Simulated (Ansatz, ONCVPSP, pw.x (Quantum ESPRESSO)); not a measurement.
**Which Mg potential is closest to all-electron in the diamond crystal?**

All use PBEsol, scalar-relativistic, no spin, cutoffs from each file’s atomic test, pw.x 7.5; 8³ k-points, Fermi–Dirac smearing 0.01 Ry. Δ is the rms difference from all-electron LAPW of the E(V) curves that follow from fits to the pressures, over ±6 % in volume. Mesh and smearing are coarse and serve the comparison alone. The files are a selection: those with a ghost or negative overlap were mostly not run, and those with noisy or unconverged pressures or nearly equal Δ are left out.

All-electron: a0 = 6.780 Å (V0 = 38.96 Å³/atom), B0 = 11.9 GPa.

Task: Rank them by Δ, smallest first.
A. optimised norm-conserving Vanderbilt (ONCV), ONCVPSP 4.0.1.1 (patched build), PBEsol; core [Ne], reference 3s2; waves: 3s: rc 2.65 bohr, ncon 3, nbas 6, qcut 2.9 1/bohr, 2 projectors, debl 3.7 Ha; p scattering state at 0.04 Ha: rc 2.15 bohr, ncon 4, nbas 9, qcut 3.9 1/bohr, 1 projector; d scattering state at 0.02 Ha: rc 2.75 bohr, ncon 3, nbas 6, qcut 3.6 1/bohr, 2 projectors, debl 1 Ha; local part: polynomial inside 2.00 bohr (lpopt 1, dvloc0 -1 Ha); core correction: Teter function, fcfact 2.75, rcfact 1.7.
B. optimised norm-conserving Vanderbilt (ONCV), ONCVPSP 4.0.1.1 (patched build), PBEsol; core [Ne], reference 3s2; waves: 3s: rc 2.30 bohr, ncon 5, nbas 8, qcut 3.7 1/bohr, 2 projectors, debl 0.7 Ha; p scattering state at 0.02 Ha: rc 2.50 bohr, ncon 4, nbas 8, qcut 3.8 1/bohr, 2 projectors, debl 2.2 Ha; d scattering state at 0.02 Ha: rc 2.25 bohr, ncon 3, nbas 8, qcut 3.9 1/bohr, 3 projectors, debl 2.2 Ha; local part: polynomial inside 2.20 bohr (lpopt 5, dvloc0 1 Ha); core correction: none. In the p channel the program set the typed energies aside and used 0.050, 2.250 Ha.
C. optimised norm-conserving Vanderbilt (ONCV), ONCVPSP 4.0.1.1 (patched build), PBEsol; core [Ne], reference 3s2; waves: 3s: rc 1.95 bohr, ncon 4, nbas 8, qcut 3.6 1/bohr, 2 projectors, debl 1.5 Ha; p scattering state at 0.35 Ha: rc 1.60 bohr, ncon 3, nbas 6, qcut 4.4 1/bohr, 1 projector; d scattering state at 0.46 Ha: rc 1.85 bohr, ncon 4, nbas 8, qcut 5.7 1/bohr, 1 projector; local part: polynomial inside 1.50 bohr (lpopt 5, dvloc0 0 Ha); core correction: Teter function, fcfact 5.5, rcfact 1.3.

Result: B (0.6 meV/atom), A (1.0 meV/atom), C (2.7 meV/atom).
